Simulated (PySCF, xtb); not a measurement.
Ranking isomers of C2H5Si+

4 gas-phase structures of C2H5Si+, found in a search over its isomers (lower ones may exist). Each was relaxed with GFN2-xTB:

A. `C=C[SiH2+]`, a singlet
B. `CC=[SiH+]`, a singlet
C. a singlet given by its coordinates
D. `C1C[SiH+]1`, a singlet

C (Å):

```xyz
8

C    -0.8662    1.7982   -1.8105
C     1.3477    0.8971    0.8741
Si    0.2092    1.3650   -0.5162
H    -1.8138    2.2892   -1.6253
H    -0.6225    1.5973   -2.8468
H     1.6896   -0.1404    0.7682
H     2.2328    1.5462    0.8983
H     0.8367    0.9860    1.8412
```

Close contacts (Å): C1–Si3 1.74, C2–Si3 1.86, C1–H4 1.08, C1–H5 1.08, C2–H6 1.10, C2–H7 1.10, C2–H8 1.10.

**Question.** Which do you expect lowest at r2SCAN-D4/def2-SVP, and how would the others follow?

**Answer.** Calculated order at r2SCAN-D4/def2-SVP: A (0.000), C (0.850), D (0.953), B (1.712) eV.

Energies above the lowest of each column, in eV; the last columns are at B3LYP-D3(BJ)/6-311G** geometries and were run for some of them only (a dash: not run or not comparable):

```json
{"structure": "A", "GFN2-xTB": "0.000", "HF/STO-3G": "0.000", "r2SCAN-D4/def2-SVP": "0.000", "B3LYP-D3(BJ)/6-311G**": "0.000", "CCSD(T)/def2-SVP + ΔMP2/def2-TZVPP": "0.000"}
{"structure": "C", "GFN2-xTB": "0.428", "HF/STO-3G": "1.596", "r2SCAN-D4/def2-SVP": "0.850", "B3LYP-D3(BJ)/6-311G**": "0.905", "CCSD(T)/def2-SVP + ΔMP2/def2-TZVPP": "0.820"}
{"structure": "D", "GFN2-xTB": "0.701", "HF/STO-3G": "0.949", "r2SCAN-D4/def2-SVP": "0.953", "B3LYP-D3(BJ)/6-311G**": "1.133", "CCSD(T)/def2-SVP + ΔMP2/def2-TZVPP": "1.057"}
{"structure": "B", "GFN2-xTB": "0.738", "HF/STO-3G": "2.306", "r2SCAN-D4/def2-SVP": "1.712", "B3LYP-D3(BJ)/6-311G**": "–", "CCSD(T)/def2-SVP + ΔMP2/def2-TZVPP": "–"}
```

Every level run on A puts it lowest or level with the lowest. Flexible structures stand in one conformer each, not always the lowest. Frequencies (GFN2-xTB) were run for A, C, D alone. ΔMP2 is the change of the MP2 energy from the smaller to the larger basis.

Over these structures GFN2-xTB departs from r2SCAN-D4/def2-SVP by 0.286 eV on average once a common shift is removed. A GFN2-xTB relaxation took about 0.077 s and the r2SCAN-D4/def2-SVP energy about 21 s on a shared host (PySCF 2.14.0, xtb 6.7.1 (Pople sets with spherical d functions)).
